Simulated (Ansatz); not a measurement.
BS, a ladder of basis sets

With the Python package of Ansatz (0.2.0).

Input file `bs.xyz`:
```text
2

B     0.00000    0.00000    0.00000
S     0.00000    0.00000    1.80000
```

Interactive session:
```pycon
>>> import ansatz as az
>>> molecule = az.Crystal.molecule_from_extxyz("bs.xyz")
>>> base = molecule.calculation().functional("B3LYP", dispersion="d4").spin("collinear", total=1)
>>> energies = {}
>>> for basis in ["STO-3G", "6-31G", "6-31G*", "def2-SVP", "def2-SVPD", "def2-TZVP", "def2-TZVPP"]:
...     r = base.basis(gaussian=basis).run(threads=1, pin="off").report
...     size = r["n_frozen"] + r["n_occupied"][0] + r["n_virtual"][0]
...     energies[basis] = (r["reference_energy_ev"] / 27.211386246, r["free_energy_ev"] / 27.211386246)
...     print(f"{basis:14s} {size:4d} orbitals  reference {energies[basis][0]:14.6f} Ha  total {energies[basis][1]:14.6f} Ha")
...
STO-3G           14 orbitals  reference    -418.195253 Ha  total    -418.197101 Ha
6-31G            22 orbitals  reference    -422.930180 Ha  total    -422.932027 Ha
6-31G*           34 orbitals  reference    -422.951753 Ha  total    -422.953600 Ha
def2-SVP         32 orbitals  reference    -422.825897 Ha  total    -422.827744 Ha
def2-SVPD        47 orbitals  reference    -422.831338 Ha  total    -422.833186 Ha
def2-TZVP        68 orbitals  reference    -422.988210 Ha  total    -422.990057 Ha
def2-TZVPP       73 orbitals  reference    -422.988223 Ha  total    -422.990071 Ha
>>> last = energies["def2-TZVPP"][1]
>>> for basis, (_, total) in energies.items():
...     print(f"{basis:14s} lies {27.211386 * (total - last):9.4f} eV above def2-TZVPP")
...
STO-3G         lies  130.4234 eV above def2-TZVPP
6-31G          lies    1.5795 eV above def2-TZVPP
6-31G*         lies    0.9924 eV above def2-TZVPP
def2-SVP       lies    4.4171 eV above def2-TZVPP
def2-SVPD      lies    4.2691 eV above def2-TZVPP
def2-TZVP      lies    0.0004 eV above def2-TZVPP
def2-TZVPP     lies    0.0000 eV above def2-TZVPP
```

Against STO-3G: 6-31G -4734.9 mHa, 6-31G* -4756.5 mHa, def2-SVP -4630.6 mHa, def2-SVPD -4636.1 mHa, def2-TZVP -4793.0 mHa and def2-TZVPP -4793.0 mHa. The last step alone is -0.01 mHa (these two sets differ little on atoms other than hydrogen).

What to keep in mind:
- The drop along the ladder measures the basis error, and is no property of the molecule.
- The geometry is a force-field or estimated start, not a minimum of this method, and the last set is no limit. Much of the fall in a total is atomic energy, which cancels in bond and reaction energies.
- The species is open-shell (spin multiplicity 2).
- Total less reference energy is the dispersion correction.
- b3lyp holds the VWN-RPA fit, as in Gaussian; the form of ORCA and Turbomole is b3lyp5.
- Totals across families of basis sets mostly measure their core functions.
- The spin state was assumed, and another may lie lower.
- Timing: 10 s on 1 thread of Arm Neoverse N1, with other jobs on the host, peak memory 0.17 GiB.
